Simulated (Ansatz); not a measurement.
Relaxation of BH3O (5 atoms, charge 0, multiplicity 1), to a largest force component of 0.03 eV/Å in at most 50 steps.

All numbers below come from Ansatz 0.2.0, RKS PBE-D4/cc-pVDZ.

```xyz
5
Properties=species:S:1:pos:R:3
B -0.344 -0.202 -0.856
O 0.901 0.243 1.378
H 0.656 -0.643 1.720
H 1.513 -0.004 0.634
H -1.429 0.324 -0.478
```

Question: Where does it end, and by what steps?

Answer: It converged. After 16 steps the energy has fallen by 0.409 eV; O2 moved furthest, 0.74 Å. Joined: B1–O2 (2.60 → 1.58 Å).

```csv
step,energy less start (eV),largest force component (eV/Å),accepted
0,0.0000,0.717,yes
1,-0.1448,0.832,yes
2,-0.2353,0.373,yes
3,-0.2514,0.244,yes
4,-0.2696,0.294,yes
5,-0.2499,1.162,no
6,-0.3016,0.412,yes
7,-0.3145,0.852,yes
8,-0.3591,0.427,yes
9,-0.3666,0.431,yes
10,-0.3534,1.117,no
11,-0.3910,0.507,yes
12,-0.3930,0.662,yes
13,-0.4054,0.199,yes
14,-0.4082,0.090,yes
15,-0.4083,0.031,yes
16,-0.4085,0.009,yes
```

```xyz
5
Properties=species:S:1:pos:R:3
B -0.103 0.180 -0.586
O 0.656 -0.111 0.772
H 0.404 -0.343 1.733
H 1.625 -0.060 0.666
H -1.285 0.052 -0.188
```

Whether the end is a true minimum wasn't checked by a vibrational analysis.

Time of the run: 10 s on 1 thread of Arm Neoverse V2, with other jobs on the host, peak memory 0.096 GiB.
